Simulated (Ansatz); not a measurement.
Born–Oppenheimer molecular dynamics of CH₄AlCl (7 atoms, charge 0, multiplicity 1). It starts at the highest image of a converged band. Of that band: Neighbouring images differ by up to 2.7 eV, so the band resolves the path poorly. A vibrational analysis at the climbing image gives one clearly imaginary mode, 1400i cm⁻¹: a first-order saddle point.

Method: RKS B3LYP/def2-SVP in Ansatz.

```json
{
  "ensemble": "NVE (velocity Verlet)",
  "time step": "0.5 fs",
  "steps asked": "200",
  "starting velocities drawn for": "100 K",
  "seed": "3260"
}
```

First frame:

```xyz
7
Properties=species:S:1:pos:R:3
Al 0.485 -0.043 -0.521
C 1.143 -0.046 1.601
H 0.410 -0.745 2.047
H 2.145 -0.278 1.994
H 0.896 1.002 1.856
H 1.909 -0.367 0.058
Cl -1.548 0.477 -0.255
```

**Question.** What does the run give?

**Answer.** The run went to its last step.

| Property | Result |
| --- | --- |
| steps done | 200 |
| time covered | 100 fs |
| mean temperature over the second half | 2720 K |
| spread of the potential energy over the second half | 73.4 meV per atom |
| mean potential energy of the second half above the start | -242.0 meV per atom |

The conserved energy stayed within 0.41 meV per atom of its start (net change -0.051 meV per atom), so the integration is sound. The kinetic energy rose, since the run started high on the potential surface and went downhill. A run of 0.1 ps of so small a system gives no equilibrium averages. The orbitals stay closed-shell, which can raise the energy where a bond breaks towards radicals; this wasn't checked here.

**Question.** What happens to the structure?

**Answer.** Between its relaxed ends the band would form C2–H6 and break Al1–C2, Al1–H6. These pairs go: C2–H6 1.75 → 3.27 Å, Al1–C2 2.22 → 1.86 Å, Al1–H6 1.57 → 1.50 Å. In the last frame they stand as before the step (other bonds may differ from the relaxed reactants and products). It ends as one piece, CH4AlCl. Pairs count as bonded within 1.25 times the sum of covalent radii (0.12 Å more for H–H). Another seed would give other details.

**Question.** How do temperature and energy run in time?

**Answer.** 
| time (fs) | T (K) | potential energy less start (eV) | conserved less start (meV/atom) |
| --- | --- | --- | --- |
| 0 | 100 | 0.000 | 0.00 |
| 8 | 133 | -0.021 | 0.03 |
| 16 | 1869 | -1.143 | -0.02 |
| 24 | 3603 | -2.265 | -0.16 |
| 32 | 2761 | -1.721 | -0.11 |
| 40 | 800 | -0.451 | 0.21 |
| 48 | 2577 | -1.602 | -0.19 |
| 56 | 3202 | -2.006 | -0.09 |
| 64 | 3224 | -2.020 | -0.25 |
| 72 | 1122 | -0.660 | 0.03 |
| 80 | 2780 | -1.733 | -0.13 |
| 88 | 3665 | -2.306 | -0.22 |
| 96 | 2231 | -1.378 | -0.04 |

Time of the run: 3.8 min on 1 thread of Intel(R) Xeon(R) 6975P-C (Granite Rapids), on a shared host, peak memory 0.14 GiB.
